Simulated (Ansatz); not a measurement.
## Worked example: correlation energy of [SiH$_{3}$···H···H], doublet

Geometry: a point of a hydrogen-transfer path between rigid fragments, not a stationary point.

```csv
atom,x (Å),y (Å),z (Å)
Si,-0.0835,0.0000,0.0000
H,-0.5784,1.3997,0.0000
H,-0.5784,-0.6999,1.2122
H,-0.5784,-0.6999,-1.2122
H,1.6155,0.0000,0.0000
H,2.4465,0.0000,0.0000
```

Basis 6-31G; Ansatz 0.2.0. Only valence electrons are correlated (noble-gas cores frozen), which leaves 9 electrons in 18 orbitals. R marks a restricted (for open shells ROHF) determinant, U an unrestricted one.

Full CI is exact within this basis and frozen core; it isn't the basis-set limit. The frozen core follows each run's orbitals, which can shift R against U totals by a few meV.

Runs differ by some tens of microhartree through their thresholds and, for an open shell, their frozen cores, so steps under 0.1 kcal/mol mean nothing.

| level | total energy (hartree) |
| --- | --- |
| UHF | -291.652981 |
| UMP2 | -291.719924 |
| UCCSD | -291.747101 |
| UCCSD(T) | -291.748101 |
| UCCSDT | -291.748492 |
| UCCSDT(Q) | -291.748533 |
| full CI | -291.748542 |

Question: What is the correlation energy at full CI, and what share of it do UMP2 and UCCSD(T) recover?

Answer: E(corr) = -291.748542 − (-291.652981) = -0.095561 hartree = -2.600 eV. UMP2: -0.066943 / -0.095561 = 70.05 %. UCCSD(T): -0.095120 / -0.095561 = 99.54 %.

Question: By how many kcal/mol does UCCSD(T) miss full CI (1 hartree = 627.509 kcal/mol), and which steps make up the rest?

Answer: -291.748101 − (-291.748542) = 0.000441 hartree = 0.28 kcal/mol. Steps: UCCSDT − UCCSD(T) = -0.25, UCCSDT(Q) − UCCSDT = -0.03, full CI − UCCSDT(Q) = -0.01 kcal/mol. That is within 1 kcal/mol of the reference in this basis, which itself misses far more of the correlation at the basis-set limit.
